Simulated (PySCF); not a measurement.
**Which functional comes closest?**

Molecule: SMILES C1(C)CC1, C$_{4}$H$_{8}$.

Molfile (atoms numbered from 1):
```
C4H8
     RDKit          3D

 12 12  0  0  0  0  0  0  0  0999 V2000
    1.4092   -0.0320    0.4705 C   0  0  0  0  0  0  0  0  0  0  0  0
    0.2333   -0.1721   -0.4587 C   0  0  0  0  0  0  0  0  0  0  0  0
   -1.0922   -0.6506    0.0558 C   0  0  0  0  0  0  0  0  0  0  0  0
   -0.9232    0.7795   -0.3709 C   0  0  0  0  0  0  0  0  0  0  0  0
    1.9477   -0.9868    0.5851 H   0  0  0  0  0  0  0  0  0  0  0  0
    1.0837    0.2883    1.4731 H   0  0  0  0  0  0  0  0  0  0  0  0
    2.1280    0.7166    0.1001 H   0  0  0  0  0  0  0  0  0  0  0  0
    0.4939   -0.5070   -1.4693 H   0  0  0  0  0  0  0  0  0  0  0  0
   -1.6913   -1.3125   -0.5757 H   0  0  0  0  0  0  0  0  0  0  0  0
   -1.1778   -0.8596    1.1266 H   0  0  0  0  0  0  0  0  0  0  0  0
   -1.4060    1.1080   -1.2955 H   0  0  0  0  0  0  0  0  0  0  0  0
   -0.8898    1.5455    0.4099 H   0  0  0  0  0  0  0  0  0  0  0  0
  1  2  1  0
  2  3  1  0
  3  4  1  0
  4  2  1  0
  1  5  1  0
  1  6  1  0
  1  7  1  0
  2  8  1  0
  3  9  1  0
  3 10  1  0
  4 11  1  0
  4 12  1  0
M  END
```

Geometry PBE0-D3(BJ)/def2-SVP throughout; GIAO in PySCF 2.14, gas phase, one conformer, non-relativistic; equivalent atoms averaged; basis pcSseg-2.

Reference values (measured; solution, not stated per compound (mostly CDCl3 or CCl4); Pretsch, Buehlmann, Badertscher, Structure Determination of Organic Compounds, 4th ed. (2009)): δ(C2) = 4.9 ppm, δ(C3/C4) = 5.6 ppm. Computed shifts are taken against TMS, calculated as an isolated molecule at each level.

Task: How do the functionals HF, LDA, PBE, BLYP, BP86, OPBE, KT2, KT3, B97-D, B3LYP, PBE0, mPW1PW91, WP04, B97-2, BHandHLYP, CAM-B3LYP, wB97X-D, LC-wPBE perform against the reference? Times are CPU seconds on shared hosts with different chips, so compare them loosely; the GGAs took longer than the global hybrids here, which isn't the general rule, and the cause wasn't traced.

Result: 
| functional | kind | C2 | C3/C4 | mean abs. error C | core-s |
| --- | --- | --- | --- | --- | --- |
| HF | Hartree–Fock | 3.5 | 4.2 | 1.4 | 10 |
| LDA | LDA | 8.9 | 8.4 | 3.4 | 26 |
| PBE | GGA | 9.0 | 8.2 | 3.3 | 33 |
| BLYP | GGA | 9.4 | 8.3 | 3.6 | 32 |
| BP86 | GGA | 9.1 | 8.3 | 3.5 | 35 |
| OPBE | GGA | 9.3 | 8.4 | 3.6 | 34 |
| KT2 | GGA | 7.5 | 6.7 | 1.9 | 33 |
| KT3 | GGA | 8.2 | 7.2 | 2.4 | 30 |
| B97-D | GGA | 9.2 | 8.0 | 3.3 | 31 |
| B3LYP | global hybrid | 8.2 | 7.5 | 2.6 | 19 |
| PBE0 | global hybrid | 7.6 | 7.4 | 2.2 | 19 |
| mPW1PW91 | global hybrid | 7.8 | 7.5 | 2.4 | 20 |
| WP04 | global hybrid | 10.3 | 8.3 | 4.1 | 23 |
| B97-2 | global hybrid | 8.0 | 7.5 | 2.5 | 26 |
| BHandHLYP | global hybrid | 6.4 | 6.3 | 1.1 | 26 |
| CAM-B3LYP | range-separated hybrid | 7.4 | 7.1 | 2.0 | 34 |
| wB97X-D | range-separated hybrid | 7.8 | 7.6 | 2.4 | 33 |
| LC-wPBE | range-separated hybrid | 7.2 | 7.5 | 2.1 | 42 |

For $^{13}$C the closest is BHandHLYP (1.1 ppm, with HF practically level) and the furthest WP04 (4.1 ppm). One molecule is a small sample, and vibrational and solvent effects are absent from the calculation.
